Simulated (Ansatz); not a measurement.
# H4O2+ (doublet): geometry and frequencies at several levels

Wanted for H4O2+ (doublet): geometry and frequencies at several levels. Charge +1. Spin multiplicity 2.

Program: Ansatz 0.2.0. Level of theory: the levels named in each step. These are calculated values, not measurements.

## (1) The starting structure

Bond lengths: O1–H3 0.990 Å, O1–H4 0.990 Å, O2–H5 0.990 Å, O2–H6 0.990 Å. Angles: H3–O1–H4 104.7°, H5–O2–H6 104.7°.

As a file:

```xyz
6

O    25.0259   18.6073  -19.9779
O   -25.1248  -18.6077   19.8368
H    25.9290   18.9188  -20.2366
H    24.9113   18.9181  -19.0453
H   -25.3993  -18.4727   20.7781
H   -24.4852  -19.3623   19.8682
```

## (2) Relaxation, HF/STO-3G

File input.yaml:

```yaml
crystal:
  periodic: [false, false, false]
  atoms:
    - { symbol: O, position_ang: [25.02593376, 18.60726741, -19.97792399] }
    - { symbol: O, position_ang: [-25.12482002, -18.60773597, 19.83682457] }
    - { symbol: H, position_ang: [25.92903714, 18.91878376, -20.23660612] }
    - { symbol: H, position_ang: [24.91128559, 18.91813162, -19.04531681] }
    - { symbol: H, position_ang: [-25.39928078, -18.47271358, 20.77810006] }
    - { symbol: H, position_ang: [-24.48515568, -19.36231324, 19.86816229] }
magnetization:
  spin_polarized: true
  initial_magnetization: 1
total_charge: 1
basis:
  gaussian: { orbitals: STO-3G }
hamiltonian:
  xc: hf
relax:
  f_tol: 0.002
  max_steps: 150
```

Run with:

```
$ ansatz run input.yaml --threads 2 --pin off --max-ram 5120MiB --backend cpu --events-out ev --progress --plain --runs-dir out
```

After this run come: Frequencies, HF/STO-3G; Relaxation, HF/6-31G*; Frequencies, HF/6-31G*; Relaxation, LDA/def2-SVP; Frequencies, LDA/def2-SVP; Relaxation, PBE-D4/def2-SVP; Frequencies, PBE-D4/def2-SVP; Relaxation, MP2/def2-TZVPP; Frequencies, MP2/def2-TZVPP.

Before running it: what results should come out? Wanted: O1–H3 at MP2/def2-TZVPP; O1–H4 at MP2/def2-TZVPP; frequencies at MP2/def2-TZVPP.

The runs gave:

```
                     quantity             value
      O1–H3 at MP2/def2-TZVPP           0.997 Å
      O1–H4 at MP2/def2-TZVPP           0.997 Å
frequencies at MP2/def2-TZVPP  -26 to 3976 cm⁻¹
```

**Reading.** The O–H distance spreads over 0.045 Å, from HF/6-31G* (shortest) to HF/STO-3G. A small imaginary frequency is left, within the noise of the finite differences or a very flat motion.
